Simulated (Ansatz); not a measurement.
`C1=CCCC1` at its PBE0-D4/def2-TZVP geometry, where that method's forces vanish. The species carries charge 0 and has multiplicity 1.

```xyz
13

C    -0.8616   -1.0117    0.2459
C    -0.3133   -0.8998   -0.9584
C     0.6785    0.2254   -1.0200
C     0.3912    1.0088    0.2719
C    -0.3322    0.0190    1.2004
H    -1.5725   -1.7766    0.5367
H    -0.5109   -1.5598   -1.7953
H     0.5713    0.8424   -1.9166
H     1.7019   -0.1717   -1.0398
H     1.2905    1.4334    0.7208
H    -0.2810    1.8398    0.0432
H    -1.1172    0.4975    1.7927
H     0.3552   -0.4469    1.9186
```

(1) What forces (eV/Å) does B3LYP-D4/def2-TZVPP give on these atoms in Ansatz? (Estimate.)

Answers

(1) Ansatz gave: 
```
C1  -0.155 -0.203 -0.022
C2  -0.105 -0.192 -0.133
C3   0.186  0.032 -0.238
C4   0.086  0.319  0.069
C5  -0.058 -0.017  0.298
H6   0.048  0.054 -0.020
H7   0.012  0.047  0.057
H8   0.017 -0.032  0.041
H9  -0.040  0.032 -0.006
H10 -0.050 -0.015 -0.024
H11  0.046 -0.031  0.018
H12  0.044 -0.026 -0.018
H13 -0.033  0.033 -0.022
```

B3LYP here is the variant with VWN-RPA as its local correlation; programs differ in this.
